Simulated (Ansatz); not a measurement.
**PH2 (doublet): from Hartree-Fock to the top rungs, aug-cc-pVTZ**

One table from this session's results is given with a row withheld; the runs are named, their logs left out.

Method: aug-cc-pVTZ, core rule «outside noble gas», up to 5 orbitals frozen; program: Ansatz 0.2.0, Gaussian basis.

To be run: UHF; CCSD(T) on ROHF; CCSD(T) on UHF; BCCD(T) on ROHF; CCSDT(Q) on ROHF; CCSDT(Q) on UHF; CASSCF and MRCISD+Q, 7 electrons in 6 orbitals; CASSCF and NEVPT2, 7 electrons in 6 orbitals.

3 further runs of the same task are left out: 3 set aside as unsound or not needed.

### What is computed

The geometry is a PBE0/def2-TZVPD stationary point (not a proven minimum) of the parent state, kept for this charge and spin.

3 atoms, charge 0, spin multiplicity 2.

Atoms are counted from 1 here; the program's logs count them from 0.

Bond lengths: P1–H2 1.436 Å, P1–H3 1.436 Å. Angles: H2–P1–H3 91.6°.

The first run:

File in.yaml:

```yaml
crystal:
  periodic: [false, false, false]
  atoms:
    - {symbol: P, position_ang: [0.000000, -0.061164, 0.000000]}
    - {symbol: H, position_ang: [0.000000, 0.939781, -1.030106]}
    - {symbol: H, position_ang: [0.000000, 0.939781, 1.030106]}
basis:
  gaussian: {orbitals: aug-cc-pVTZ}
magnetization: {spin_polarized: true, initial_magnetization: 1}
hamiltonian: {xc: hf}
output: {orbitals: {seedname: orbitals}}
```

The run is started by

```sh
ansatz run in.yaml --threads 1 --pin off --events-out ev --progress --plain --max-ram 4096MiB --backend cpu
```

Steps of the session up to this table: UHF; CCSD(T) on ROHF; CCSD(T) on UHF; BCCD(T) on ROHF; CCSDT(Q) on ROHF; CCSDT(Q) on UHF; CASSCF and MRCISD+Q, 7 electrons in 6 orbitals; CASSCF and NEVPT2, 7 electrons in 6 orbitals.

One table of the session follows, with a row left open; its other results are not shown here.

```
          method  from UCCSDT(Q) (meV)
            ROHF               +4882.4
             UHF               +4731.3
            RMP2                +892.5
            UMP2                +921.6
           RCCSD                +199.6
           UCCSD                +194.4
        RCCSD(T)                 +31.8
        UCCSD(T)                     ?
         BCCD(T)                 +32.0
          RCCSDT                  +6.8
          UCCSDT                  +5.9
       RCCSDT(Q)                  +0.9
       UCCSDT(Q)                     0
  CASSCF valence               +3909.5
  NEVPT2 valence                +940.2
  MRCISD valence                +274.0
MRCISD+Q valence                 +25.4
```

Estimate the missing values for UCCSD(T).

**Answer.** from UCCSDT(Q) (meV): +31.9. In the column «from UCCSDT(Q) (meV)» it lies between RCCSD(T) (+31.8) and BCCD(T) (+32.0).

Caveats from the session: Restricted and unrestricted rows rest on different reference determinants; where their highest levels disagree by more than a few hundredths of an eV, they describe different states and don't form one ladder.
